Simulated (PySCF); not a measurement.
## Functional benchmark on one molecule

Molecule: butyric acid (CCCC(=O)O, C$_{4}$H$_{8}$O$_{2}$).

Bonds (- single, = double, # triple, : aromatic): C1-C2 1.519 Å, C2-C3 1.518 Å, C3-C4 1.504 Å, C4=O5 1.203 Å, C4-O6 1.342 Å. C1 carries H7, H8, H9; C2 carries H10, H11; C3 carries H12, H13; O6 carries H14.

Geometry PBE0-D3(BJ)/def2-SVP throughout; GIAO in PySCF 2.14, gas phase, one conformer, non-relativistic; equivalent atoms averaged; basis pcSseg-1.

Reference values (measured; solution, not stated per compound (mostly CDCl3 or CCl4); Pretsch, Buehlmann, Badertscher, Structure Determination of Organic Compounds, 4th ed. (2009)): δ(C3) = 36.2 ppm, δ(C2) = 18.7 ppm, δ(C1) = 13.7 ppm, δ(H12/H13) = 2.31 ppm, δ(H10/H11) = 1.68 ppm, δ(H7/H8/H9) = 1.00 ppm. Computed shifts are taken against TMS, calculated as an isolated molecule at each level.

Problem. How do the functionals HF, LDA, PBE, BLYP, BP86, OPBE, KT2, KT3, B97-D, B3LYP, PBE0, mPW1PW91, WP04, B97-2, BHandHLYP, CAM-B3LYP, wB97X-D, LC-wPBE perform against the reference? Times are CPU seconds on shared hosts with different chips, so compare them loosely; the GGAs took longer than the global hybrids here, which isn't the general rule, and the cause wasn't traced.

Solution. 
```tsv
functional	kind	C3	C2	C1	H12/H13	H10/H11	H7/H8/H9	mean abs. error C	mean abs. error H	core-s
HF	Hartree–Fock	32.5	17.2	14.8	1.96	1.48	1.02	2.1	0.19	6.3
LDA	LDA	37.5	20.0	13.9	2.24	1.49	0.95	0.9	0.10	14
PBE	GGA	36.3	21.7	15.6	2.17	1.50	0.97	1.7	0.12	21
BLYP	GGA	37.1	23.3	16.4	2.17	1.52	1.00	2.7	0.10	24
BP86	GGA	36.3	21.5	15.7	2.18	1.49	0.98	1.6	0.11	24
OPBE	GGA	34.4	20.8	15.7	2.16	1.51	0.96	2.0	0.12	24
KT2	GGA	34.7	21.6	15.5	2.13	1.49	0.98	2.1	0.13	16
KT3	GGA	34.4	22.5	16.3	2.12	1.52	0.99	2.7	0.12	15
B97-D	GGA	35.7	22.3	16.4	2.17	1.53	1.01	2.3	0.10	15
B3LYP	global hybrid	36.3	21.4	15.8	2.12	1.50	0.99	1.6	0.13	9.2
PBE0	global hybrid	35.4	19.8	15.1	2.10	1.48	0.97	1.1	0.15	9.4
mPW1PW91	global hybrid	35.3	19.8	15.3	2.10	1.48	0.97	1.2	0.15	9.4
WP04	global hybrid	36.5	22.3	16.7	2.10	1.50	0.95	2.3	0.15	12
B97-2	global hybrid	34.9	20.4	15.6	2.10	1.49	0.98	1.6	0.14	12
BHandHLYP	global hybrid	35.0	19.5	15.2	2.05	1.49	0.99	1.2	0.15	11
CAM-B3LYP	range-separated hybrid	36.0	19.9	14.9	2.09	1.47	0.98	0.9	0.15	15
wB97X-D	range-separated hybrid	35.3	19.3	15.1	2.07	1.44	0.96	1.0	0.17	14
LC-wPBE	range-separated hybrid	34.7	17.6	14.1	2.04	1.40	0.94	1.0	0.20	22
```

For 13C the closest is CAM-B3LYP (0.9 ppm, with LDA, wB97X-D, LC-wPBE, PBE0 practically level) and the furthest KT3 (2.7 ppm).

For 1H the closest is BLYP (0.10 ppm, with B97-D, LDA, BP86, PBE, OPBE, KT3, B3LYP practically level) and the furthest LC-wPBE (0.20 ppm). One molecule is a small sample, and vibrational and solvent effects are absent from the calculation.
